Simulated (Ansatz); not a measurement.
Reaction (SMILES): S (H2S) → H2S+ (doublet, bonded as S) + e-
B3LYP-D3(BJ)/def2-TZVP geometries, fixed; electronic energies without zero-point terms.

Basis-set convergence of the adiabatic ionisation energy at HF with Ansatz (a first-principles code). Cartesian d functions, on some or all atoms, in 6-31G*, 6-31+G*, 6-31G**, 6-311G**; all else is spherical. Open shells are unrestricted. No added dispersion term, no relativity. Functions are those of the species that has most. Reference: the value in pcseg-4, 9.208 eV, itself unsure by roughly 0.002 eV (its mean distance from aug-pcseg-3, aug-cc-pV(Q+d)Z, cc-pV(5+d)Z). Deviations are taken from unrounded values.

```
basis            functions  adiabatic ionisation energy (eV)  minus reference (eV)
---------------  ---------  --------------------------------  --------------------
STO-3G                  11                             6.768                -2.439
3-21G                   17                             9.625                 0.417
6-31G                   17                             9.528                 0.320
def2-SV(P)              22                             9.235                 0.028
6-31G*                  23                             9.281                 0.073
6-31+G*                 27                             9.274                 0.066
6-31G**                 29                             9.274                 0.066
6-311G**                39                             9.238                 0.031
aug-pcseg-1             45                             9.235                 0.027
aug-cc-pV(D+d)Z         50                             9.235                 0.028
6-311++G(2d,2p)         55                             9.213                 0.005
def2-TZVPD              64                             9.209                 0.001
cc-pV(T+d)Z             67                             9.203                -0.004
def2-TZVPP              70                             9.201                -0.006
def2-TZVPPD             85                             9.211                 0.003
aug-pcseg-2             96                             9.221                 0.013
aug-cc-pV(T+d)Z        101                             9.214                 0.007
cc-pV(5+d)Z            210                             9.209                 0.001
```

The smallest set listed that lies within 0.1 eV of the reference with all its larger relatives (same family, alike in diffuse functions; a set with none counts only in the reference's own line) is def2-SV(P) (22 functions, 0.028 eV off). (Relatives not listed, tested too: def2-SVP -0.003, 6-311+G** 0.035, def2-TZVP -0.010, jun-cc-pV(T+d)Z 0.007, 6-311++G(3df,3pd) 0.011, cc-pV(Q+d)Z 0.001, def2-QZVP 0.001, def2-QZVPP 0.001, def2-QZVPPD 0.004, aug-cc-pV(Q+d)Z 0.005, aug-pcseg-3 0.000 eV.)
